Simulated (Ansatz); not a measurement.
## Ansatz (development build ahead of 0.2.0) run

```yaml
crystal:
  periodic: [false, false, false]
  atoms:
    - { symbol: "N", position_ang: [0.00592, 0.00167, 0.12419] }
    - { symbol: H, position_ang: [0.94979, -0.00552, -0.27592] }
    - { symbol: H, position_ang: [-0.50213, 0.8477, -0.27772] }
    - { symbol: H, position_ang: [-0.45359, -0.84384, -0.26254] }
basis:
  gaussian: { orbitals: cc-pVDZ }
hamiltonian:
  xc: hf
correlation:
  method: mp2
  frozen_orbitals: { H: 0, "N": 1 }
```

The input is written out in the form of the current development build from the run's settings.

Output:

| Item | Value |
| --- | --- |
| Converged | yes |
| Reference energy | -56.19183 hartree |
| Correlation energy | -0.18841 hartree |
| Total energy | -56.38024 hartree |
| Spin squared of the determinant | 0.000 |
